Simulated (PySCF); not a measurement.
# Working out the ionisation energy of Si

Si [Ne] 3s2 3p2 (3P) → Si+ [Ne] 3s2 3p1 (2P). Computed with PySCF 2.14 in cc-pVDZ-DK (4s3p1d, 18 functions), with the spin-free X2C one-electron Hamiltonian (Gaussian nucleus). Frozen: [Ne]. Energies in hartree (1 hartree = 27.21139 eV):

```csv
part,Si (lower),Si+ (upper)
UHF,-289.452067,-289.171607
CCSD correlation,-0.063930,-0.053027
(T),-0.000992,-0.000634
```

Task: What does Hartree-Fock give?

Result: (-289.171607) − (-289.452067) = 0.280460 hartree = 7.632 eV.

Task: What do CCSD and CCSD(T) give?

Result: The CCSD correlation energies differ by 0.010903 hartree = 0.297 eV and the triples by 0.000358 hartree = 0.010 eV, so CCSD gives 7.929 eV and CCSD(T) 7.939 eV.

Measured between the centres of the two terms (NIST): 8.157 eV, so CCSD(T) (valence) is off by -0.218 eV.

A double-zeta basis recovers only part of the correlation energy.

What remains against the reference includes basis incompleteness, the frozen core and higher excitations.
